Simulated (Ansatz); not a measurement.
The input, for Ansatz 0.2.0:

```yaml
crystal:
  periodic: [false, false, false]
  atoms:
    - {symbol: Zr, position_ang: [0.000000, 0.000000, 0.000000]}
    - {symbol: Ge, position_ang: [0.000000, 0.000000, 2.459800]}
basis:
  gaussian: {orbitals: def2-SVP}
magnetization: {spin_polarized: true, initial_magnetization: 2}
hamiltonian: {xc: {name: PBE}}
correlation: {method: rpa, electrons: outside_noble_gas}
```

```sh
$ ansatz run in.yaml --threads 1 --pin off --events-out ev --progress --plain --max-ram 2393MiB
```

Output:

```
643 factors; integrals over basis functions are off by at most 4.0e-4 eV
mean field evaluation 1: about -57776.0935 eV, gradient 1.9e1 eV
mean field evaluation 2: about -57776.0906 eV, gradient 1.9e1 eV
mean field evaluation 4: about -57778.2278 eV, gradient 1.1e1 eV
mean field evaluation 8: about -57779.0026 eV, gradient 5.1e-1 eV
mean field evaluation 16: about -57779.0087 eV, gradient 2.0e-2 eV
mean field evaluation 32: about -57778.4557 eV, gradient 5.6e0 eV
mean field evaluation 64: about -57778.6268 eV, gradient 2.6e-1 eV
mean field evaluation 96: about -57778.6668 eV, gradient 4.1e-1 eV
mean field evaluation 128: about -57778.6342 eV, gradient 5.1e-3 eV
mean field evaluation 160: about -57777.2324 eV, gradient 8.0e0 eV
mean field evaluation 192: about -57778.7423 eV, gradient 1.9e0 eV
mean field -57779.00872633 eV, -2123.3394066739 hartree, gradient 1.9e-6 eV, S^2 2.125925; 8 other end points of the search recorded, 0 dependent functions left out
18 core orbitals not correlated: weight in the atoms' cores, before any rotation towards them, 0.999 or more for the frozen orbitals, at most 0.001 for the correlated occupied ones
reference -57727.53868733 eV, -2121.4479176282 hartree; 5, 3 occupied and 40, 42 virtual orbitals, 643 factors
Total energy: -57735.59391329 eV, -2121.7439417222 hartree
```

Ran on 1 thread of Arm Neoverse V1, shared host: 37 s wall, 0.2 GiB peak host memory.
